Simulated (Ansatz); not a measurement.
Species: BF$_{3}$, SMILES `FB(F)F` (charge 0, multiplicity 1), formula BF3.

### Question
How many basis functions does frozen-core CCSD(T)/cc-pVTZ // B3LYP-D3(BJ)/def2-TZVP (Ansatz, a first-principles code) use, how many core orbitals are frozen, and how many electrons are correlated?

### Answer
120 basis functions and 4 frozen orbitals, which leaves 24 correlated electrons. Core time is of the order of seconds.
